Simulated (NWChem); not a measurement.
Molecule: ethane (C$_{2}$H$_{6}$); SMILES CC

```xyz
8

C      0.0000     0.0000     0.7596
C      0.0000     0.0000    -0.7596
H     -0.7240     0.7240     1.1652
H      0.9890     0.2650     1.1652
H     -0.2650    -0.9890     1.1652
H     -0.9890    -0.2650    -1.1652
H      0.7240    -0.7240    -1.1652
H      0.2650     0.9890    -1.1652
```
Atoms are numbered in this order, from 1.

The geometry was optimised at PBE0/def2-SVP.

 States above −ε(HOMO) = 9.5 eV lie in this functional's continuum and hang on the basis.

Q: List the 4 lowest vertical singlet excitations from PBE0/def2-SVPD, TDA (NWChem).

A: 
```tsv
state	energy (eV)	oscillator strength	leading excitation (squared amplitude)
S1	9.08	0.000	HOMO → LUMO (0.99)
S2	9.09	0.000	HOMO−1 → LUMO (0.99)
S3	10.02	0.109	HOMO → LUMO+1 (0.99)
S4	10.02	0.109	HOMO−1 → LUMO+1 (0.99)
```
